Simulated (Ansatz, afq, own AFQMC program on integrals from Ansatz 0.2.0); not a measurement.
**GeH₅O, doublet: AFQMC among the cluster methods**

| atom | x (Å) | y (Å) | z (Å) |
| --- | --- | --- | --- |
| O | -2.2781 | -0.0100 | 0.0000 |
| H | -2.5274 | 0.9166 | 0.0000 |
| H | -1.1471 | -0.0100 | 0.0000 |
| Ge | 0.5119 | -0.0100 | 0.0000 |
| H | 0.9806 | -1.4759 | 0.0000 |
| H | 0.9806 | 0.7230 | -1.2695 |
| H | 0.9806 | 0.7230 | 1.2695 |

Basis cc-pVDZ. Only valence electrons are correlated. AFQMC by an in-house program on the Cholesky factors that Ansatz 0.2.0 writes for its CCSD(T) run. The CISD trial takes its coefficients from CCSD amplitudes. Released means that phaseless walkers are propagated on without the constraint, phases kept. Uncertainties: one standard error, sampling alone. No spin–orbit coupling.

Determinant: UHF, the one that the program's search chose, which needn't be the lowest solution. The geometry is a point of a scan.

No full CI on the walks' own integrals is used here; CCSDT(Q) serves as the reference and is uncertain by about the last step of the cluster series.

Cautions: no relativity below Rb; no spin-orbit coupling; inner d shell frozen.

```
T1 diagnostic                               : 0.0154
weight of the determinant in the CISD state : 0.873
⟨S²⟩ of the determinant                     : 0.776
size of the correlated space                : 15 electrons in 51 orbitals
```

```tsv
level	correlation energy (eV)
MP2	-8.2530
CCSD	-9.2457
CCSD(T)	-9.4331
```

Task: Estimate where phaseless AFQMC with a CISD trial lies against CCSD(T) on the same integrals.

Result: 3.5 ± 0.4 kJ/mol below CCSD(T).

Reference: CCSDT(Q), correlation energy -9.477 eV. The released energy is read at 1.50 1/Eh (meV from the phaseless value at times in 1/Eh: -6 ± 5 at 0.24, -13 ± 6 at 0.51, -15 ± 5 at 0.99, -6 ± 5 at 1.50).

```json
{"level": "CCSD(T)", "E − E(reference) (kJ/mol)": "4.2", "share of correlation (%)": "99.54"}
{"level": "CCSDT", "E − E(reference) (kJ/mol)": "1.9", "share of correlation (%)": "99.80"}
{"level": "ph-AFQMC/CISD", "E − E(reference) (kJ/mol)": "0.7 ± 0.4", "share of correlation (%)": "99.93"}
{"level": "released AFQMC", "E − E(reference) (kJ/mol)": "0.1 ± 0.4", "share of correlation (%)": "99.99"}
```

A walk keeps the symmetry of its determinant, which the program's search chose and which needn't be the lowest solution, so a lower state of the same spin and another symmetry isn't excluded. Released energies are given only where the last usable release times agree within the noise; a slower fall can still hide under it.
